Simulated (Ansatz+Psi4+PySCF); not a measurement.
## doublet CH₃S: levels of theory in one basis

```tsv
atom	x (Å)	y (Å)	z (Å)
C	-0.0392	1.1607	-0.0141
S	-0.0380	-0.6523	-0.0120
H	1.2731	-0.8262	-0.0171
H	0.4161	1.5486	0.9038
H	0.4399	1.5327	-0.8926
```

Basis set: cc-pVTZ on H, C; cc-pV(T+d)Z on S (spherical functions). Frozen core: 6 orbitals. Correlation on ROHF uses semicanonical orbitals with singles. Charge 0, multiplicity 2.

Computed with Ansatz (development build ahead of 0.2.0) and Psi4 1.11; each method stands on the lowest determinant of its kind that the runs found.

```
  method  E − E(ROHF) (eV)  <S²> of the determinant
    ROHF              0.00                     0.75
     UHF             -0.10                     0.76
ROHF-MP2             -8.89                        –
 UHF-MP2             -8.88                     0.76
```
